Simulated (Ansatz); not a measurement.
Molecule: C$_{2}$F$_{3}$N (charge 0, singlet). SMILES: N#CC(F)(F)F
Geometry from a B3LYP-D3(BJ)/def2-TZVP (Ansatz, a first-principles code) optimisation:
```xyz
6

C      0.0001    -0.0015    -0.3215
C     -0.0004     0.0053     1.1599
F     -0.0086     1.2491    -0.7901
F      1.0896    -0.6222    -0.7811
F     -1.0802    -0.6377    -0.7817
N     -0.0008     0.0106     2.3065
```

Wanted: atomisation energy (electronic, to ground-state atoms), in kcal/mol. Valence correlation only, unless marked. UHF or UKS for open shells. No spin-orbit coupling. Non-relativistic. The coupled-cluster limit lacks core correlation, which all-electron functionals hold. CBS(X,Y): correlation extrapolated as X^-3; Hartree-Fock from the larger set. The bracket is a focal-point correction in the basis named.

```json
[
 {"level": "PBE0/STO-3G", "program": "Ansatz", "atomisation energy (kcal/mol)": "627.0"},
 {"level": "HSE06-D3(BJ)/def2-TZVPD", "program": "Ansatz + dftd3", "atomisation energy (kcal/mol)": "646.2"},
 {"level": "HSE06/def2-TZVPD", "program": "Ansatz", "atomisation energy (kcal/mol)": "644.9"},
 {"level": "LC-wPBE-D4/def2-TZVPD", "program": "Ansatz + dftd4", "atomisation energy (kcal/mol)": "649.1"},
 {"level": "LC-wPBE/def2-TZVPD", "program": "Ansatz", "atomisation energy (kcal/mol)": "646.5"},
 {"level": "wB97X/def2-TZVPD", "program": "Ansatz", "atomisation energy (kcal/mol)": "640.0"},
 {"level": "RI-MP2/cc-pVQZ", "program": "Ansatz", "atomisation energy (kcal/mol)": "668.9"}
]
```

Q: Predict the RI-MP2/CBS(cc-pVTZ,cc-pVQZ)+[CCSD(T)-MP2]/cc-pVTZ result (Ansatz).

A: 639.4 kcal/mol, so RI-MP2/cc-pVQZ differs from it by 29.5 kcal/mol.
